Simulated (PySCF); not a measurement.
How the functional moves excitation energies

Species: CH2N2.
Atom-mapped SMILES: `[N:1]#[C:2][NH2:3]` (hydrogens: H4, H5 on N3)

Structure used (PBE0-D3(BJ)/def2-SVP), in Å, numbered top down from 1:
```xyz
5
CH2N2 angstrom
N      1.8506   -0.0310   -0.4906
C      0.7150   -0.0120   -0.2452
N     -0.6009    0.0098   -0.0213
H     -0.9686    0.8670    0.3770
H     -0.9961   -0.8337    0.3800
```

Linear-response calculations in the def2-SVPD basis (PySCF; singlets by full response, triplets Tamm–Dancoff, core orbitals frozen in the response; HF means time-dependent Hartree–Fock). 'Strongest' is the level of largest summed f among the singlets computed (10 roots, of which the last may lack a degenerate partner); it can jump between rows when another state enters that window. S1 is the lowest singlet of each run and needn't be the same state throughout; f(S1) is that of one state. Isolated species at its PBE0-D3(BJ)/def2-SVP geometry, gas phase.

```json
{"functional": "LDA", "kind": "LDA", "S1 (eV)": "6.11", "f(S1)": "0.003", "strongest (eV)": "9.44", "T1 (eV)": "5.88", "HOMO (eV)": "-6.82", "gap (eV)": "6.02", "ionisation energy, ΔSCF (eV)": "10.88"}
{"functional": "PBE", "kind": "GGA", "S1 (eV)": "5.95", "f(S1)": "0.003", "strongest (eV)": "9.28", "T1 (eV)": "5.69", "HOMO (eV)": "-6.63", "gap (eV)": "5.86", "ionisation energy, ΔSCF (eV)": "10.59"}
{"functional": "B3LYP", "kind": "global hybrid, 20% exact exchange", "S1 (eV)": "6.29", "f(S1)": "0.002", "strongest (eV)": "9.79", "T1 (eV)": "5.98", "HOMO (eV)": "-7.79", "gap (eV)": "7.41", "ionisation energy, ΔSCF (eV)": "10.72"}
{"functional": "PBE0", "kind": "global hybrid, 25% exact exchange", "S1 (eV)": "6.52", "f(S1)": "0.000", "strongest (eV)": "10.17", "T1 (eV)": "6.01", "HOMO (eV)": "-8.03", "gap (eV)": "8.04", "ionisation energy, ΔSCF (eV)": "10.68"}
{"functional": "BHandHLYP", "kind": "global hybrid, 50% exact exchange", "S1 (eV)": "6.52", "f(S1)": "0.000", "strongest (eV)": "10.66", "T1 (eV)": "6.05", "HOMO (eV)": "-9.32", "gap (eV)": "9.81", "ionisation energy, ΔSCF (eV)": "10.63"}
{"functional": "CAM-B3LYP", "kind": "range-separated hybrid", "S1 (eV)": "6.49", "f(S1)": "0.000", "strongest (eV)": "8.95", "T1 (eV)": "6.03", "HOMO (eV)": "-9.44", "gap (eV)": "10.10", "ionisation energy, ΔSCF (eV)": "10.80"}
{"functional": "LC-wPBE", "kind": "range-separated hybrid", "S1 (eV)": "6.60", "f(S1)": "0.000", "strongest (eV)": "9.53", "T1 (eV)": "6.07", "HOMO (eV)": "-10.82", "gap (eV)": "12.70", "ionisation energy, ΔSCF (eV)": "10.89"}
{"functional": "HF", "kind": "Hartree–Fock", "S1 (eV)": "6.36", "f(S1)": "0.000", "strongest (eV)": "11.58", "T1 (eV)": "5.58", "HOMO (eV)": "-11.34", "gap (eV)": "13.52", "ionisation energy, ΔSCF (eV)": "not settled"}
```

**Question.** What does wB97X-D (range-separated hybrid) give?

**Answer.** S1 (eV) 6.55, f(S1) 0.000, strongest (eV) 9.26, T1 (eV) 6.15, HOMO (eV) -9.94, gap (eV) 11.65, ionisation energy, ΔSCF (eV) 10.76. S1 runs from 5.95 eV (PBE) to 6.60 eV (LC-wPBE), a spread of 0.65 eV, while the orbital gap spreads over 7.7 eV. −ε(HOMO) comes closest to its own ΔSCF ionisation energy with LC-wPBE (-0.07 eV) and misses most with LDA (-4.06 eV). 'Not settled' means that the ion's SCF failed to converge or may have ended in another state than the lowest.
